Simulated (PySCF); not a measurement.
Orbital picture of NaH

TPSS at R = 1.886 Å; PySCF, spin-free X2C with a Gaussian nucleus, basis sets Na x2c-TZVPPall, H x2c-TZVPPall. State: ¹Σ⁺ (singlet), closed shell. Only the outer orbitals are listed, counted within each symmetry.

| orbital | occ. | ε (eV) | on Na (%) | main shells (%) |
| --- | --- | --- | --- | --- |
| 2σ | 2 | -57.49 | 100 | 100 Na s |
| 1π | 2 | -28.70 | 100 | 100 Na p |
| 1π | 2 | -28.70 | 100 | 100 Na p |
| 3σ | 2 | -28.60 | 100 | 100 Na p |
| 4σ | 2 | -4.25 | 33 | 67 H s, 26 Na s |
| 5σ | 0 | -1.67 | 92 | 57 Na s, 35 Na p, 8 H s |
| 2π | 0 | -0.13 | 100 | 100 Na p |
| 2π | 0 | -0.13 | 100 | 100 Na p |

Which are the highest filled and the lowest empty level, where do they sit, and how wide is the gap?

Highest filled 4σ at -4.25 eV (in %: 67 H s, 26 Na s); lowest empty 5σ at -1.67 eV (in %: 57 Na s, 35 Na p, 8 H s); the gap at TPSS is 2.58 eV.

```json
{
 "bond order (Mayer)": "0.89",
 "⟨S²⟩": "0.000",
 "charge on Na (Mulliken, basis-dependent)": "0.34",
 "charge on Na (Löwdin, basis-dependent)": "0.25",
 "dipole moment (positive dipole means Na(−)H(+))": "-6.11 D"
}
```
